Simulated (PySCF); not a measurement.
Ionisation energies (eV) were calculated with PySCF 2.14 by UHF, PBE0, MP2 (valence), in another order, as differences of total energies without spin-orbit coupling. The measured values are between term centres (NIST).

```tsv
species	measured	A	B	C
B⁺ (aug-cc-pwCVDZ, non-relativistic)	25.155	24.563	24.366	23.441
N (aug-cc-pwCVDZ, non-relativistic)	14.545	14.718	14.478	13.921
P (aug-cc-pwCVDZ, non-relativistic)	10.526	10.547	10.400	9.936
Cu (aug-cc-pwCVDZ-PP with ECP10MDF, ECP)	7.726	7.958	7.551	6.596
Rh (aug-cc-pwCVDZ-PP with ECP28MDF, ECP)	7.479	7.592	7.253	6.314
Sn (aug-cc-pwCVDZ-PP with ECP28MDF, ECP)	7.389	7.311	7.093	6.856
I⁺ (aug-cc-pwCVDZ-PP with ECP28MDF, ECP)	18.750	18.680	18.009	17.607
Tl⁺ (aug-cc-pwCVDZ-PP with ECP60MDF, ECP)	20.428	20.186	18.885	18.360
```

Which column is which method?

A is PBE0 (mean error -0.06 eV); B is MP2 (valence) (mean error -0.50 eV); C is UHF (mean error -1.12 eV). PBE0, with a quarter of exact exchange, lies close to experiment on average. Valence MP2 in a finite basis recovers only part of the missing correlation, so it stays below experiment on average. Hartree-Fock lacks the correlation of the electron removed and comes out lowest.
